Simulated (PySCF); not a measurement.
# One shape, several levels: [BH3]− (SMILES [BH3-])

Aim: a comparison of 3 runs (UB2PLYP/6-31G, UM06-2X/6-31G, UPBE/6-31G) of [BH3]−. 

Program for the calculation: PySCF 2.14.0.

6 further runs of the same task are left out: 6 set aside as unsound or not needed.

## (1) The system as given

The species is [BH3]− (4 atoms), meant as a doublet with charge -1. SMILES: `[BH3-]`. The B1–H2 distance was set to 2.256 Å, away from the relaxed value. At this shape a bond of the SMILES string is far longer than usual.

Bond lengths: B1–H3 1.254 Å, B1–H4 1.254 Å. Angles: H3–B1–H4 111.5°.

## (2) A single-point energy at UB2PLYP/6-31G (run 1)

input.py reads:

```python
from pyscf import gto, dft, mp

mol = gto.Mole()
mol.atom = '''
B   -0.462878  -0.429235  -0.923619
H    0.917080   0.452560   0.628490
H   -0.892538  -1.552985  -0.571429
H   -1.401578   0.353955  -1.202899
'''
mol.basis = '6-31g'
mol.spin = 1
mol.max_memory = 1860
mol.verbose = 4
mol.charge = -1
mol.build()

calc0 = dft.UKS(mol)
calc0.xc = '0.53*HF + 0.47*B88, 0.73*LYP'
calc0.conv_tol = 1e-10
calc0.grids.level = 5
calc0.kernel()
if not calc0.converged:
    calc0 = calc0.newton().run(calc0.mo_coeff, calc0.mo_occ)

pt = mp.MP2(calc0, frozen=1).run()
etot = calc0.e_tot + 0.27 * pt.e_corr
print('PT2 part  %.8f' % (0.27 * pt.e_corr))
print('E = %.10f Eh' % etot)
```

Started as:

```bash
$ OMP_NUM_THREADS=1 python input.py
```

Standard output:

```text
PySCF version 2.14.0

[... 112 lines left out ...]
converged SCF energy = -26.3896428432852  <S^2> = 0.76622608  2S+1 = 2.0161608
[... 1 line left out ...]
******** <class 'pyscf.mp.ump2.UMP2'> ********
nocc = (np.int64(4), np.int64(3)), nmo = (14, 14)
frozen orbitals 1
E(UMP2) = -26.4718184712504  E_corr = -0.082175627965188
E(SCS-UMP2) = -26.4803849849883  E_corr = -0.0907421417030792
E_corr(same-spin) = -0.00907916752516893
E_corr(oppo-spin) = -0.0730964604400191
PT2 part  -0.02218742
E = -26.4118302628 Eh
```

Wall time 3.3 s (1 thread of Arm Neoverse V1, shared host); peak memory 0.18 GiB.

## (3) A single-point energy at UM06-2X/6-31G (run 2)

mol.xyz reads:

```xyz
4

B     -0.462878    -0.429235    -0.923619
H      0.917080     0.452560     0.628490
H     -0.892538    -1.552985    -0.571429
H     -1.401578     0.353955    -1.202899
```

run.py reads:

```python
from pyscf import gto, dft

mol = gto.Mole()
mol.atom = 'mol.xyz'
mol.max_memory = 1860
mol.verbose = 4
mol.spin = 1
mol.basis = '6-31g'
mol.charge = -1
mol.build()

ks = dft.UKS(mol)
ks.xc = 'm06-2x'
ks.conv_tol = 1e-10
ks.grids.level = 5
ks.kernel()
if not ks.converged:
    ks = ks.newton().run(ks.mo_coeff, ks.mo_occ)

e_tot = ks.e_tot
print(f'total energy: {e_tot:.8f} hartree')
```

Started as:

```bash
$ OMP_NUM_THREADS=1 python run.py
```

Standard output:

```text
PySCF version 2.14.0

[... 107 lines left out ...]
converged SCF energy = -26.4474514603265  <S^2> = 0.77787587  2S+1 = 2.0276843
total energy: -26.44745146 hartree
```

Wall time 4.5 s (1 thread of Arm Neoverse V1, shared host); peak memory 0.19 GiB.

## (4) A single-point energy at UPBE/6-31G (run 3)

calc.py reads:

```python
from pyscf import gto, dft

mol = gto.M(
    atom='''
B     -0.462878    -0.429235    -0.923619
H      0.917080     0.452560     0.628490
H     -0.892538    -1.552985    -0.571429
H     -1.401578     0.353955    -1.202899
''',
    spin=1,
    max_memory=1860,
    basis='6-31g',
    charge=-1,
    verbose=3,
)

calc0 = dft.UKS(mol)
calc0.xc = 'pbe'
calc0.grids.level = 5
calc0.conv_tol = 1e-10
calc0.kernel()
if not calc0.converged:
    calc0 = calc0.newton().run(calc0.mo_coeff, calc0.mo_occ)

e_final = calc0.e_tot
print(f'total energy: {e_final:.8f} hartree')
```

Started as:

```bash
$ OMP_NUM_THREADS=1 python calc.py
```

Standard output:

```text
converged SCF energy = -26.4228358435396  <S^2> = 0.76079011  2S+1 = 2.0107612
total energy: -26.42283584 hartree
```

Wall time 2.6 s (1 thread of Arm Neoverse V1, shared host); peak memory 0.18 GiB.

## (5) All runs side by side

| run | level | frozen core orbitals | energy (Eh) | HOMO energy (eV) | LUMO energy (eV) | ⟨S²⟩ | wall time |
| --- | --- | --- | --- | --- | --- | --- | --- |
| 1 | UB2PLYP/6-31G | 1 | -26.411830 | 0.63 | 7.42 | 0.766 | 3.3 s |
| 2 | UM06-2X/6-31G | – | -26.447451 | 0.84 | 6.67 | 0.778 | 4.5 s |
| 3 | UPBE/6-31G | – | -26.422836 | 2.87 | 5.20 | 0.761 | 2.6 s |

## (6) Results

```
                                 quantity         value
                      run 3: total energy  -26.42284 Eh
run 3: HOMO energy (highest over α and β)       2.87 eV
 run 3: LUMO energy (lowest over α and β)       5.20 eV
                              run 3: ⟨S²⟩         0.761
```

In words: Totals of different functionals can't be ranked against each other. In runs 1, 2, 3 the HOMO lies above zero, so the outermost electron may be held by the basis alone. All runs together took 10 s, the longest 4.5 s.
